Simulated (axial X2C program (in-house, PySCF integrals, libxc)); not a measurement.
**SiCN: bond lengths and stretches, held linear**

The task here is to estimate one member of a computed series from the others.

The runs use an in-house X2C program for linear molecules on PySCF integrals; all-electron X2C, two-component (2c) or spin-free, Si dyall-v3z, C dyall-v3z, N dyall-av3z.

All values are calculated.

2 further runs of the same task are left out: 2 set aside as unsound or not needed.

Set-up of the first run:

File task.json:

```json
{
 "zs": [
  14,
  6,
  7
 ],
 "q": 0,
 "bas": [
  "dyall-v3z",
  "dyall-v3z",
  "dyall-av3z"
 ],
 "r0": [
  1.86,
  1.16
 ],
 "symm": 0,
 "scan": [
  "PBE0",
  "HF",
  "BHandHLYP"
 ],
 "levels": [
  "PBE0",
  "HF",
  "r2SCAN"
 ],
 "nst": 2
}
```

Keys: zs atomic numbers; q charge; bas basis sets; r0 starting distance in Å; symm equal bonds; scan levels of the two-bond scan; levels methods; nst determinants followed.

Started as:

```sh
$ python solin.py task.json out
```

Masses Si 27.977, C 12.000, N 14.003 u.

Among the steps run: Scan at PBE0, 2c; Scan at HF, 2c; Scan at BHandHLYP, 2c.

One of the session's tables, all rows but one given; the rest of the session is left out.

```
               level  r(Si–C) (Å)  r(C–N) (Å)  lower stretch (cm⁻¹)  upper stretch (cm⁻¹)
            PBE0, 2c        1.848       1.162                 573.7                2184.9
              HF, 2c        1.871       1.139                 559.8                2101.2
       BHandHLYP, 2c        1.851       1.148                 568.0                2264.4
     PBE0, spin-free        1.848       1.162                 573.9                2184.7
       HF, spin-free        1.871       1.139                 560.1                2099.0
BHandHLYP, spin-free            ?           ?                     ?                     ?
```

**Question.** Estimate the row for BHandHLYP, spin-free.

As computed: r(Si–C) (Å): 1.851; r(C–N) (Å): 1.148; lower stretch (cm⁻¹): 568.2; upper stretch (cm⁻¹): 2264.2.

Scans not shown above were run alike.

The molecule was held linear; bending was not examined, so a bent shape may lie lower. Note: functional without a current term on a determinant with orbital currents, of the molecule or an atom.
